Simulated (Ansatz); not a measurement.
`CC(Cl)Cl` + H₂ → `ClCCl` + CH₄ at 400 K and 1 bar (hydrogenolysis of a C–C bond).

Isolated molecules relaxed with PBE0-D4/def2-TZVP in Ansatz; ΔE leaves out vibrations. CBS: MP2 limit from def2 TZ/QZ plus the TZ coupled-cluster correction, frozen cores. This one scheme is used for every species.

```
   species  CCSD(T)/CBS energy (Eh)  H − E (kJ/mol)  S (J/(mol·K))
`CC(Cl)Cl`               -998.07052           174.5          327.1
        H₂                 -1.17544            38.0          139.0
   `ClCCl`               -958.80256            94.9          286.0
       CH₄                -40.46206           131.3          197.2
```

H − E and S are ideal-gas, rigid-rotor, harmonic terms from PBE0-D4/def2-TZVP. The MP2-based limit puts H₂ 0.8 mEh under its directly extrapolated value; such offsets cancel only in part. 1 Eh = 2625.50 kJ/mol, R = 8.31446 J/(mol·K).

Problem. By hand: ΔE, ΔH, ΔS and ΔG.

Solution. ΔE = (-958.80256) + (-40.46206) − (-998.07052) − (-1.17544) = -0.01866 Eh = -49.0 kJ/mol. Δ(H − E) = 94.9 + 131.3 − 174.5 − 38.0 = 13.7, so ΔH = -35.3 kJ/mol. ΔS = 286.0 + 197.2 − 327.1 − 139.0 = 17.1 J/(mol·K). ΔG = -35.3 − 400 × (17.1)/1000 = -42.1 kJ/mol.

Problem. By hand: the equilibrium constant, and the temperature at which ΔG would vanish if ΔH and ΔS stayed fixed.

Solution. log₁₀ K = −ΔG/(RT ln 10) = 5.5. ΔH and −TΔS have one sign here, so there is no such temperature.

ΔH outweighs TΔS. A doubt of 5 kJ/mol in ΔE shifts log₁₀ K by 0.7 here. These are equilibria of isolated gas molecules and say nothing of rates. Largest T1 diagnostic: 0.009 (customary marks: 0.02 for closed shells, 0.045 for open ones).
